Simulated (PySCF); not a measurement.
Species: C3H8S2.
Structure used (GFN2-xTB), in Å, numbered top down from 1:
```
atom  x, y, z in Å
C1    -2.023    0.266   -0.531
C2    -1.100   -0.791    0.036
S3    -0.115   -0.155    1.450
S4     1.058    1.249    0.580
C5     2.534    0.285    0.105
H6    -1.447    1.120   -0.886
H7    -2.591   -0.142   -1.364
H8    -2.716    0.611    0.232
H9    -0.401   -1.163   -0.714
H10   -1.655   -1.629    0.456
H11    3.244    0.997   -0.301
H12    2.266   -0.448   -0.650
H13    2.943   -0.199    0.985
```

Method used: PySCF, delta-SCF UKS SCAN, pcX-2 on the ionised atom, pcseg-1 elsewhere, spin-free X2C. The ground state was rerun for each ionised atom, in the same mixed basis as its hole state.

| ionised atom | basis functions | E(ionised) (Eh) | binding energy (eV) |
| --- | --- | --- | --- |
| C1 | 149 | -906.79640 | 290.618 |
| C2 | 149 | -906.78216 | 291.050 |
| C5 | 149 | -906.78098 | 291.057 |
| S3 | 160 | -826.58143 | 2477.113 |
| S4 | 160 | -826.57603 | 2477.268 |

Problem. Fill in the total energy of each ground state.

Solution. With binding energy = E(ionised) − E(ground) and 27.2114 eV a hartree:

```
atom  binding energy (Eh)  E(ground) (Eh)
  C1              10.6800       -917.4764
  C2              10.6959       -917.4780
  C5              10.6961       -917.4771
  S3              91.0322       -917.6136
  S4              91.0379       -917.6139
```

Problem. How much do the ground-state energies differ, and what would follow from using one of them for all holes?

Solution. They run from -917.6139 Eh (core basis on S4) to -917.4764 Eh (on C1), 0.1375 Eh or 3.74 eV apart, for one and the same state in different bases and grids. Pairing the ion of C1 with the ground state of S4 would put its binding energy 3.74 eV too high.

The listed C 1s values span 0.44 eV, from C1 (bonded to C and 3 H) to C5 (bonded to S and 3 H). The values 291.05 and 291.06 eV lie too close for their order to be trusted.

Only 1s holes are shown. Geometry: GFN2-xTB, one conformer, isolated molecule.

On Arm Neoverse V1, one thread (shared host), this took 57 s wall.
